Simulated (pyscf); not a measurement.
Thermochemistry of product channels of H₂B–PH₂ (SMILES BP) + SiH₂ (SMILES [SiH2]) [singlet] on the singlet surface, in kJ/mol, from ωB97M-D3(BJ)/def2-TZVP energies (ideal gas, 1 atm, RRHO with modes under 100 cm⁻¹ raised to 100, one conformer, R ln 2 for chiral ones without a mode under 150 cm⁻¹). Single points on ωB97X-D3(BJ)/def2-SVP structures (PySCF, gas phase).

```tsv
products	ΔE	ΔH(298 K)	ΔG(298 K)	ΔG(900 K)
H₃Si–BH–PH₂ (SMILES [SiH3]BP)	-218.7	-208.6	-165.2	-80.4
H₂B–SiH₂–PH₂ (SMILES B[SiH2]P)	-203.4	-192.5	-150.5	-68.9
H₂B–P=SiH₂ (SMILES BP=[SiH2]) + H₂ (SMILES [H][H])	-94.2	-94.8	-85.3	-71.4
H₂B–PH–SiH₃ (SMILES BP[SiH3])	-257.5	-245.4	-201.4	-114.8
B–PH₂ (SMILES [B]P) [singlet] + SiH₄ (SMILES [SiH4])	+115.9	+112.4	+115.2	+121.2
H₂B–PH–SiH: (SMILES BP[SiH]) [singlet] + H₂ (SMILES [H][H])	-68.1	-68.3	-59.4	-46.9
H₂Si=PH (SMILES [SiH2]=P) + BH₃ (SMILES B)	-67.6	-63.8	-60.0	-51.8
```

These are energies of the channels, which say nothing of barriers. B–PH₂ [singlet] lies 215.6 kJ/mol over its isomer HB=PH (electronic energy, ωB97M-D3(BJ)/def2-TZVP).
